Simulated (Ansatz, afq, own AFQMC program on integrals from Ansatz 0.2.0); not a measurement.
# GeH₄Br, doublet in cc-pVTZ, levels against AFQMC with the constraint released

| atom | x (Å) | y (Å) | z (Å) |
| --- | --- | --- | --- |
| Ge | -1.8029 | 0.0000 | 0.0000 |
| H | -2.3143 | 1.4466 | 0.0000 |
| H | -2.3143 | -0.7233 | 1.2528 |
| H | -2.3143 | -0.7233 | -1.2528 |
| H | 0.1941 | 0.0000 | 0.0000 |
| Br | 1.7241 | 0.0000 | 0.0000 |

Connectivity, by distances: GeH3 ··· Br, 1 bridging H.

Basis cc-pVTZ. Only valence electrons are correlated. AFQMC by an in-house program on the Cholesky factors that Ansatz 0.2.0 writes for its CCSD(T) run. ph-AFQMC/CISD is guided by a CISD state made of CCSD amplitudes; releasing the constraint for a short imaginary time cuts its bias at the price of noise, slowly where states lie close. ± is one standard error of the sampling. No spin–orbit coupling.

Determinant: UHF, the one that the program's search chose, which needn't be the lowest solution. The geometry is a point of a scan.

No full CI on the walks' own integrals is used here. The released AFQMC energy serves as the reference, which it does only where one determinant dominates, the energy is flat over the last release times and near the phaseless one (40 meV or 2 meV an electron, half that with transition metals). On small molecules, where full CI could be run and the noise was under 10 meV, such values lay within 10 meV of it in 19 cases of 20, a flattering rate, since the rule was set on those same cases; what remains of the bias isn't in the error bar.

Cautions: no relativity below Rb; no spin-orbit coupling; inner d shell frozen; the released value is read at 1.50 1/Eh (meV from the phaseless value at times in 1/Eh: -13 ± 5 at 0.24, -12 ± 4 at 0.51, -5 ± 4 at 0.99, -8 ± 8 at 1.50).

The T1 diagnostic is 0.0122. The weight of the determinant in the CISD state is 0.851, the ⟨S²⟩ of the determinant is 0.772 and the size of the correlated space is 15 electrons in 114 orbitals.

(1) Estimate: order these by the size of their error in total energy against AFQMC with the constraint released, smallest first.
A. CCSD(T)
B. MP2
C. phaseless AFQMC with a CISD trial
D. CCSD

(1) C (0.8 ± 0.9 kJ/mol), A (4.4 ± 0.7 kJ/mol), D (33.7 ± 0.7 kJ/mol), B (146.2 ± 0.7 kJ/mol).

Reference: AFQMC with the constraint released, correlation energy -9.563 ± 0.008 eV.

A walk keeps the symmetry of its determinant, which the program's search chose and which needn't be the lowest solution, so a lower state of the same spin and another symmetry isn't excluded. Released energies are given only where the last usable release times agree within the noise; a slower fall can still hide under it.
